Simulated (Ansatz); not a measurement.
**BFH4Si (SMILES B[SiH2]F): functionals against CCSD(T) at one geometry**

One table from this session's results is given with a row withheld; the runs are named, their logs left out.

The runs use Ansatz 0.2.0, Gaussian basis; single points in def2-TZVPP.

Cores are frozen in the correlated methods.

## The system as given

SMILES `B[SiH2]F`, 7 atoms, charge 0, spin multiplicity 1.

Atoms are counted from 1 here; the program's logs count them from 0.

Bond lengths: B1–H4 1.308 Å, B1–H5 1.332 Å, Si2–F3 1.726 Å, Si2–H6 1.611 Å, Si2–H7 1.296 Å. Angles: H4–B1–H5 130.8°, F3–Si2–H6 100.2°, F3–Si2–H7 99.8°, H6–Si2–H7 108.5°.

As a file:

```xyz
7
BFH4Si
B    -1.06150    0.33920   -0.88420
Si    0.68460   -0.04100    0.41150
F     0.80610   -1.72960    0.74610
H    -1.74410   -0.77380   -0.96300
H    -1.41770    1.59760   -1.13760
H     0.64940    0.54580    1.91130
H     1.86270    0.17070   -0.08450
```

Set-up of the first run:

run/in.yaml reads:

```yaml
crystal:
  periodic: [false, false, false]
  atoms:
    - {symbol: B, position_ang: [-1.061500, 0.339200, -0.884200]}
    - {symbol: Si, position_ang: [0.684600, -0.041000, 0.411500]}
    - {symbol: F, position_ang: [0.806100, -1.729600, 0.746100]}
    - {symbol: H, position_ang: [-1.744100, -0.773800, -0.963000]}
    - {symbol: H, position_ang: [-1.417700, 1.597600, -1.137600]}
    - {symbol: H, position_ang: [0.649400, 0.545800, 1.911300]}
    - {symbol: H, position_ang: [1.862700, 0.170700, -0.084500]}
basis:
  gaussian: {orbitals: def2-TZVPP}
correlation: {method: ccsd_t}
output: {forces: true}
```

No record of the launch command was kept for these runs.

Among the steps run: CCSD(T)/def2-TZVPP; PBE0-D4/def2-TZVPP; wB97M-V/def2-TZVPP; r2SCAN-D4/def2-TZVPP; PBE-D4/def2-TZVPP; wB97X-V/def2-TZVPP; r2SCAN0-D4/def2-TZVPP.

One table of the session follows, with a row left open; its other results are not shown here.

```
    method  RMS force component (eV/Å)  angle to CCSD(T) forces (°)  dipole (D)
   CCSD(T)                       2.108                    reference        2.55
   PBE0-D4                       2.109                          1.5        2.53
   wB97M-V                           ?                            ?           ?
 r2SCAN-D4                       2.099                          1.6        2.45
    PBE-D4                       2.038                          5.7        2.35
   wB97X-V                       2.113                          1.5        2.57
r2SCAN0-D4                       2.148                          1.8        2.59
```

**Question.** Estimate the row for wB97M-V.

As computed: RMS force component (eV/Å): 2.084; angle to CCSD(T) forces (°): 2.0; dipole (D): 2.55. In the column «RMS force component (eV/Å)» it lies between PBE-D4 (2.038) and r2SCAN-D4 (2.099).
